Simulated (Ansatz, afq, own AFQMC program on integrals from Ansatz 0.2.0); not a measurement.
**CH3Al, singlet: AFQMC among the cluster methods**

```yaml
atoms:
  - { symbol: Al, position_ang: [-0.9099, 0.0079, 0.0061] }
  - { symbol: C, position_ang: [1.5509, -0.0135, -0.0105] }
  - { symbol: H, position_ang: [1.9498, -1.0365, -0.0082] }
  - { symbol: H, position_ang: [1.9691, 0.4970, 0.8671] }
  - { symbol: H, position_ang: [1.9571, 0.4884, -0.8986] }
```

Connectivity, by distances: Al–CH3.

Basis cc-pVDZ. Only valence electrons are correlated. Ansatz 0.2.0 and our own AFQMC program on the same integrals; the CISD trial comes from CCSD amplitudes, and released means the phaseless constraint is let go. Uncertainties: one standard error, sampling alone.

Determinant: RHF, the one that the program's search chose, which needn't be the lowest solution. The geometry is a point of a scan.

No full CI on the walks' own integrals is used here; CCSDT(Q) serves as the reference and is uncertain by about the last step of the cluster series.

```
T1 diagnostic                               : 0.0123
weight of the determinant in the CISD state : 0.864
size of the correlated space                : 10 electrons in 41 orbitals
```

Reference: CCSDT(Q), correlation energy -6.532 eV. The released energy is read at 2.40 1/Eh (meV from the phaseless value at times in 1/Eh: -1 ± 14 at 0.24, 9 ± 13 at 0.51, 33 ± 14 at 0.99, 43 ± 15 at 1.62, 35 ± 18 at 2.40).

```tsv
level	E − E(reference) (meV)	share of correlation (%)
HF	6531.7	0.00
MP2	1130.2	82.70
CCSD	212.4	96.75
CCSD(T)	33.8	99.48
CCSDT	11.8	99.82
ph-AFQMC/HF	-159.1 ± 69.0	102.44
ph-AFQMC/CISD	-39.9 ± 22.7	100.61
released AFQMC	-5.3 ± 17.6	100.08
```

A walk keeps the symmetry of its determinant, which the program's search chose and which needn't be the lowest solution, so a lower state of the same spin and another symmetry isn't excluded. Released energies are given only where the last usable release times agree within the noise; a slower fall can still hide under it.
